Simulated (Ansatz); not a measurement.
Cohesive energy (eV/atom) of 21 transition metals, computed with PBE (PAW; Ansatz, a quantum-chemistry and plane-wave program) and with LDA (plane waves, PAW; Ansatz). The set holds measured phases with no doubt noted on the run or the magnetic state but for the caveats below. 4 more of the class have both values but aren't in it, for one of these reasons: built or high-temperature cells, doubts on the run or the magnetic state, unlike cells, values of zero, layered or molecular crystals. Solids without a value at one level (not run, failed, or a magnetic order lost), or held back for tests, aren't counted.

All rows, in order of the shift (worked out from unrounded values):

```tsv
solid	PBE	LDA	shift (eV/atom)
hcp Y	4.19	4.92	+0.73
hcp Sc	4.12	4.89	+0.77
fcc Cu	3.52	4.56	+1.04
fcc Ag	2.53	3.64	+1.11
hcp Hf	6.41	7.53	+1.12
hcp Ti	5.28	6.45	+1.17
hcp Zr	6.20	7.41	+1.21
fcc Au	3.05	4.33	+1.28
fcc Ni	4.76	6.09	+1.33
fcc Pd	3.71	5.06	+1.35
bcc Ta	8.13	9.58	+1.45
bcc Fe	4.91	6.45	+1.53
hcp Co	5.02	6.67	+1.65
bcc W	8.40	10.18	+1.79
bcc Mo	6.31	8.10	+1.79
hcp Re	7.84	9.66	+1.81
fcc Rh	5.73	7.60	+1.87
hcp Tc	6.91	8.80	+1.89
hcp Os	8.41	10.31	+1.90
fcc Ir	7.34	9.30	+1.96
hcp Ru	6.76	8.78	+2.03
```

The shift from PBE to LDA has a median of +1.45 eV/atom, and eight in ten lie between +1.04 eV/atom and +1.90 eV/atom; LDA is the larger in 21 of 21.

Ansatz's runs of these crystals have no spin polarisation, but for bcc Fe, hcp Co, fcc Ni.

Density-functional runs with spin start from parallel moments for bcc Fe, parallel moments for hcp Co, parallel moments for fcc Ni.

Spin–orbit coupling is left out, also for the solids with elements from indium on (bcc Ta, hcp Os, bcc W, fcc Ir, hcp Re, hcp Hf, fcc Au); its size isn't shown.

Free atoms are spin-polarised, in the lowest state found; at levels without +SOC their spin–orbit coupling is left out. Each level is taken at its own relaxed cell. Ansatz's density-functional and Hartree–Fock values are scalar-relativistic unless marked +SOC, with PAW data made under PBE.
